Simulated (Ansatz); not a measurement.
Which YAML input does this script hand to the engine? (the Ansatz DFT code, driven from Python)

`c4h9n_opt.py`
```python
# -*- coding: utf-8 -*-
"""Relax the C4H9N molecule."""

import itertools

import ansatz
from ase.data import atomic_numbers, covalent_radii
import numpy as np

geometry_ang = [
    ("C", (1.3048, -0.9966, -0.1095)),
    ("C", (0.6795, 0.3183, -0.4295)),
    ("C", (0.0039, 1.1248, 0.6479)),
    ("C", (-0.8128, 0.5221, -0.4613)),
    ("N", (-1.7362, -0.568, -0.1675)),
    ("H", (1.2383, -1.6661, -0.9728)),
    ("H", (0.8355, -1.4906, 0.7469)),
    ("H", (2.3641, -0.8564, 0.1288)),
    ("H", (1.2587, 0.8535, -1.1749)),
    ("H", (-0.0698, 0.7025, 1.6429)),
    ("H", (0.15, 2.1993, 0.6399)),
    ("H", (-1.1755, 1.2074, -1.2262)),
    ("H", (-1.4024, -1.1487, 0.5999)),
    ("H", (-2.6381, -0.2015, 0.1355)),
]
molecule = ansatz.Crystal.molecule()
for symbol, xyz in geometry_ang:
    molecule = molecule.atom(symbol, xyz)

model = (
    molecule.calculation()
    .basis(gaussian="def2-SVP")
    .functional("CAM-B3LYP")
    .scf(lower_state_search="light")
)
symbols = [site.symbol for site in molecule.cartesian_sites]
start = np.array([site.position_ang for site in molecule.cartesian_sites], dtype=float)
def progress(event):
    if event["event"] == "relax_step":
        row = event["data"]
        print(f"step {row['step']:3d}  E = {row['lagrangian_ev']:.6f} eV  largest force component {row['allowed_force_max_ev_ang']:.4f} eV/A")


summary = model.relax(force_tolerance=0.005, max_steps=100).session().plan().execute(on_event=progress).report
end = np.array(summary["positions_ang"])

print(f"E = {summary['free_energy_ev']:.6f} eV = {summary['free_energy_ev'] / 27.211386246:.7f} Ha")
print("converged:", summary["converged"], " doubts:", summary["published_state_doubts"] or "none")

# pairs closer than 1.2 times the sum of covalent radii, before or after
radius = [covalent_radii[atomic_numbers[s]] for s in symbols]
span = lambda where, i, j: np.linalg.norm(where[i] - where[j])
bonded = [(i, j) for i, j in itertools.combinations(range(len(symbols)), 2) if min(span(start, i, j), span(end, i, j)) < 1.2 * (radius[i] + radius[j])]
print("pair        before    after (A)")
for i, j in bonded:
    print(f"{symbols[i]}{i}-{symbols[j]}{j}".ljust(10), f"{span(start, i, j):8.4f} {span(end, i, j):8.4f}")
with open("c4h9n_opt.xyz", "w") as handle:
    handle.write(f"{len(symbols)}\nrelaxed C4H9N\n")
    handle.writelines(f"{s:2s} {x:11.6f} {y:11.6f} {z:11.6f}\n" for s, (x, y, z) in zip(symbols, end))
```

```console
$ python c4h9n_opt.py
step   1  E = -5776.290107 eV  largest force component 0.8752 eV/A
step   2  E = -5776.358680 eV  largest force component 0.4667 eV/A
step   3  E = -5776.365953 eV  largest force component 0.2166 eV/A
step   4  E = -5776.368513 eV  largest force component 0.1461 eV/A
step   5  E = -5776.369559 eV  largest force component 0.2783 eV/A
step   6  E = -5776.370357 eV  largest force component 0.1305 eV/A
step   7  E = -5776.371616 eV  largest force component 0.0428 eV/A
step   8  E = -5776.371397 eV  largest force component 0.0397 eV/A
step   9  E = -5776.372000 eV  largest force component 0.0143 eV/A
step  10  E = -5776.372058 eV  largest force component 0.0095 eV/A
step  11  E = -5776.372068 eV  largest force component 0.0046 eV/A
E = -5776.372184 eV = -212.2777624 Ha
converged: True  doubts: none
pair        before    after (A)
C0-C1        1.4908   1.5099
C0-H5        1.0945   1.1012
C0-H6        1.0944   1.1005
C0-H7        1.0948   1.1007
C1-C2        1.5059   1.5093
C1-C3        1.5065   1.4996
C1-H8        1.0851   1.0949
C2-C3        1.5035   1.5119
C2-H9        1.0834   1.0948
C2-H10       1.0844   1.0933
C3-N4        1.4585   1.4342
C3-H11       1.0892   1.0958
N4-H12       1.0186   1.0160
N4-H13       1.0196   1.0184
```

`input.yaml`:
```yaml
crystal:
  periodic: [false, false, false]
  atoms:
    - { symbol: C, position_ang: [1.3048, -0.9966, -0.1095] }
    - { symbol: C, position_ang: [0.6795, 0.3183, -0.4295] }
    - { symbol: C, position_ang: [0.0039, 1.1248, 0.6479] }
    - { symbol: C, position_ang: [-0.8128, 0.5221, -0.4613] }
    - { symbol: "N", position_ang: [-1.7362, -0.568, -0.1675] }
    - { symbol: H, position_ang: [1.2383, -1.6661, -0.9728] }
    - { symbol: H, position_ang: [0.8355, -1.4906, 0.7469] }
    - { symbol: H, position_ang: [2.3641, -0.8564, 0.1288] }
    - { symbol: H, position_ang: [1.2587, 0.8535, -1.1749] }
    - { symbol: H, position_ang: [-0.0698, 0.7025, 1.6429] }
    - { symbol: H, position_ang: [0.15, 2.1993, 0.6399] }
    - { symbol: H, position_ang: [-1.1755, 1.2074, -1.2262] }
    - { symbol: H, position_ang: [-1.4024, -1.1487, 0.5999] }
    - { symbol: H, position_ang: [-2.6381, -0.2015, 0.1355] }
basis:
  gaussian:
    orbitals: def2-SVP
hamiltonian:
  xc: cam_b3lyp
scf:
  lower_state_search: light
relax:
  f_tol: 0.005
  max_steps: 100
```

Caveats:
- These settings explore the input space; basis and method may be short of convergence.
- The end point is the stationary point reached from this start; no frequency run checks that it is a minimum, and the basis set is modest.
- Timing: 73 s on 1 thread of Arm Neoverse V1, on a shared host, peak memory 0.39 GiB.

(A comment or docstring line of the script was reworded after the run, the code is as it ran; lines on the test bed's own set-up are left out of the output.)
